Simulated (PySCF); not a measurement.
Do core-level shifts follow atomic charges?

Compound: C3H2FN2 (charge -1).
Bonds: F1–C2, C2–C3 (aromatic), C3–C4 (aromatic), C4–N5 (aromatic), N5–N6 (aromatic), C2–N6 (aromatic). Hydrogens: H7 on C3; H8 on C4.

Binding energies: PySCF, delta-SCF UKS SCAN, pcX-2 on the ionised atom, pcseg-1 elsewhere, spin-free X2C. Charges: PBE0/pcSseg-1 ground-state density, for the ionised atom.

| atom | environment | C 1s (eV) | Mulliken (e) | IAO (e) | Hirshfeld (e) | ESP (e) |
| --- | --- | --- | --- | --- | --- | --- |
| C3 | aromatic CH carbon | 284.76 | -0.407 | -0.388 | -0.207 | -0.745 |
| C4 | aromatic CH next to a ring nitrogen | 285.20 | +0.035 | -0.140 | -0.118 | +0.189 |
| C2 | aromatic C–F carbon | 287.16 | +0.387 | +0.287 | +0.021 | +0.709 |

How well does each charge scheme correlate with the binding energies over these sites?

IAO: r = 0.98, slope 3.7 eV per e; Hirshfeld: r = 0.97, slope 10.8 eV per e; Mulliken: r = 0.91, slope 2.9 eV per e; ESP: r = 0.87, slope 1.5 eV per e. On 3 points no scheme stands out.

The point-charge model writes a binding energy as kq + V + constant, with V the potential of the other atoms' charges at the site. What does it give with the IAO charges?

V = Σ 14.40 eV Å × q/r over all other atoms: -2.34 eV at C3, -6.97 eV at C4, -12.97 eV at C2. Fitting binding energy − V to q gives k = 19.2 eV per e and leaves an rms residual of 0.12 eV, against 0.21 eV for the fit on q alone. The model has no term for differences in relaxation between sites.

The species carries charge -1, so core ionisation leaves a neutral species. The basis sets have no added diffuse functions. Geometry: PBE0-D3(BJ)/def2-SVP; no solvent, vibrations or thermal averaging. The geometry's basis has no diffuse functions, a weakness for an anion.
